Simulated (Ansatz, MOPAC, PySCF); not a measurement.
Process, species as SMILES: F[SiH2][SiH2]F [fluoro(fluorosilyl)silane] + 3 [H][H] (H2) → 2 F (HF) + 2 [SiH4] (SiH4)

Quantity: energy of full hydrogenation (enthalpy at 298 K), in kcal/mol. Conventions: 6-31G* and kin with 6d, 5d where marked; no dispersion term unless named; non-relativistic; LANL2DZ with its own core potentials from Na on; frozen cores in correlated levels; spin-orbit terms left out. Basis-set limits of correlation are two-point, X^-3; Hartree-Fock from the larger set. Ab initio and DFT rows: single points at B3LYP-D3(BJ) geometries (Ansatz, a program for electronic structure), with unscaled harmonic terms from B3LYP/6-31G* (Ansatz) at its own minima. Semi-empirical rows: MOPAC heats of formation at their own minima for 298 K.

Coupled cluster (Ansatz) is a level with limits of its own, used here on species with T1 under 0.025 (0.045 for open shells) and stable references: CCSD(T)/CBS(cc-pV(T+d)Z,cc-pV(Q+d)Z).

Value to compare with, CCSD(T)/CBS(cc-pV(T+d)Z,cc-pV(Q+d)Z) (Ansatz): 47.5 kcal/mol.

```json
[
 {"level": "AM1", "program": "MOPAC", "energy of full hydrogenation (enthalpy at 298 K) (kcal/mol)": "29.9", "difference": "-17.6"},
 {"level": "PM6", "program": "MOPAC", "energy of full hydrogenation (enthalpy at 298 K) (kcal/mol)": "135.5", "difference": "88.0"},
 {"level": "HF/STO-3G", "program": "Ansatz", "energy of full hydrogenation (enthalpy at 298 K) (kcal/mol)": "23.0", "difference": "-24.5"},
 {"level": "HF/LANL2DZ", "program": "Ansatz", "energy of full hydrogenation (enthalpy at 298 K) (kcal/mol)": "14.2", "difference": "-33.3"},
 {"level": "PBE/3-21G", "program": "Ansatz", "energy of full hydrogenation (enthalpy at 298 K) (kcal/mol)": "73.0", "difference": "25.5"},
 {"level": "BP86/6-31G* (5d)", "program": "PySCF", "energy of full hydrogenation (enthalpy at 298 K) (kcal/mol)": "63.0", "difference": "15.5"},
 {"level": "B3LYP/STO-3G", "program": "Ansatz", "energy of full hydrogenation (enthalpy at 298 K) (kcal/mol)": "49.3", "difference": "1.8"},
 {"level": "B3LYP/6-31G*", "program": "Ansatz", "energy of full hydrogenation (enthalpy at 298 K) (kcal/mol)": "62.7", "difference": "15.2"},
 {"level": "B3LYP/cc-pVDZ", "program": "Ansatz", "energy of full hydrogenation (enthalpy at 298 K) (kcal/mol)": "39.8", "difference": "-7.7"},
 {"level": "PBE0/6-31G*", "program": "Ansatz", "energy of full hydrogenation (enthalpy at 298 K) (kcal/mol)": "56.9", "difference": "9.4"},
 {"level": "M06-2X/6-31G* (5d)", "program": "PySCF", "energy of full hydrogenation (enthalpy at 298 K) (kcal/mol)": "63.2", "difference": "15.7"},
 {"level": "MP2/STO-3G", "program": "Ansatz", "energy of full hydrogenation (enthalpy at 298 K) (kcal/mol)": "32.2", "difference": "-15.3"},
 {"level": "MP2/3-21G", "program": "Ansatz", "energy of full hydrogenation (enthalpy at 298 K) (kcal/mol)": "70.1", "difference": "22.6"},
 {"level": "PBE0/def2-TZVPD", "program": "Ansatz", "energy of full hydrogenation (enthalpy at 298 K) (kcal/mol)": "42.7", "difference": "-4.8"},
 {"level": "B2PLYP-D3(BJ)/def2-TZVPD", "program": "Ansatz + dftd3", "energy of full hydrogenation (enthalpy at 298 K) (kcal/mol)": "47.9", "difference": "0.4"}
]
```

Among the 13 habitual levels, PM6 lies farthest from CCSD(T)/CBS(cc-pV(T+d)Z,cc-pV(Q+d)Z) (Ansatz) (88.0 kcal/mol) and B3LYP/STO-3G nearest (1.8); 8 of 13 lie above it, and their mean absolute difference is 22.5 kcal/mol, the median 15.7. One case shows no general order.

The levels are drawn from those run, B3LYP/6-31G* more often than the rest, none by its result; left out are runs that failed, that the program found above a lower state of the same kind, or whose <S^2> lies over 0.5 above the pure value.
